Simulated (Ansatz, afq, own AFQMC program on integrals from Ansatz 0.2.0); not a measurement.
AFQMC on a folder of integrals that Ansatz 0.2.0 wrote.

```yaml
crystal:
  periodic: [false, false, false]
  atoms:
    - {symbol: Sb, position_ang: [0.000000, 0.000000, 0.000000]}
    - {symbol: H, position_ang: [0.000000, 0.000000, 1.713000]}
basis:
  gaussian: {orbitals: def2-SVP}
magnetization: {spin_polarized: true, initial_magnetization: 2}
correlation: {method: ccsd_t, electrons: outside_noble_gas, hamiltonian_folder: ham}
```

```sh
$ ansatz run in.yaml --threads 1 --pin off --events-out ev --progress --plain --max-ram 24576MiB --backend cuda --devices 0, --max-vram 18GiB
```

Options of the walk:

```
--method phaseless --trial hf --walkers 4000 --populations 20 --least-time 40 --time-step 0.005 --steps-per-block 20 --equilibration-blocks 112 --max-blocks 4000 --target-error 0.0007499999999999999 --factor-cut 1e-05 --start spin_pure --seed 9509 --taylor-order 6
```

Times are imaginary, in 1/Eh. The walk had a cap of 49 s. With eight or more populations the least sampling time is a fifth of least-time, and the error comes from their spread. Filled inner d shells are frozen with the cores. Core potentials past Kr, no spin–orbit coupling.

```
orbitals 22  electrons 4 2  factors 159 of 385
reference energy -239.82978399 Eh
CCSD correlation -0.08286005 Eh in 9 cycles, weight of the determinant in the CISD state 0.9369
energy of the start -239.829993 Eh
 block  time / (1/Eh)  mean weight  energy / Eh
     1     0.100  1.0002  -239.841771
     2     0.200  1.0004  -239.851496
     3     0.300  1.0005  -239.859747
     4     0.400  1.0004  -239.866584
     5     0.500  1.0004  -239.872631
     8     0.800  1.0001  -239.886186
    13     1.300  1.0002  -239.899178
    25     2.500  1.0002  -239.911093
    29     2.900  1.0000  -239.910670
    37     3.700  1.0000  -239.914453
    49     4.900  0.9998  -239.914641
    61     6.100  1.0000  -239.913377
    73     7.300  1.0000  -239.915439
    85     8.500  1.0002  -239.914724
    93     9.300  1.0001  -239.917168
    97     9.700  0.9998  -239.914554
   109    10.900  1.0001  -239.914209
   121    12.100  1.0002  -239.916083
   133    13.300  0.9999  -239.912716
   145    14.500  0.9999  -239.911982
   157    15.700  0.9999  -239.912910
   169    16.900  1.0000  -239.914817
   181    18.100  1.0001  -239.913832
   189    18.900  0.9997  -239.915634
error from the spread of 20 populations
energy -239.913930 +/- 0.000418 Eh
(rows thinned)
```

Question: Estimate how long the walk took on 1 × NVIDIA H100 80GB HBM3 with 2 threads of AMD EPYC 7R13 Processor (Zen 3), on a shared host (the card was shared).

Answer: 12 s of wall time.

The run passed its tests (sampling time, drift between the halves within three errors, error under three times the target), which doesn't prove that it has relaxed.

Against this walk (error 11.4 meV) on the same determinant: CCSD(T) 5.4 meV lower (within the noise), CCSDT(Q) 17.4 meV lower (within the noise), CCSDTQ 17.6 meV lower (within the noise), full CI 17.7 meV lower (within the noise), a separate phaseless walk with a CISD trial and standard settings 16.6 ± 11.4 meV lower (within the noise). The error is statistical and leaves out the bias of the constraint.

Cautions: constraint bias not in the error; no spin-orbit coupling; inner d shell frozen.

CCSDT and higher add their correlation energy to the determinant of the CCSD(T) run, since their own runs factorise the integrals more tightly (a shift of under 2 meV). A walk keeps the symmetry of its determinant, which the program's search chose and which needn't be the lowest solution, so a lower state of the same spin and another symmetry isn't excluded.
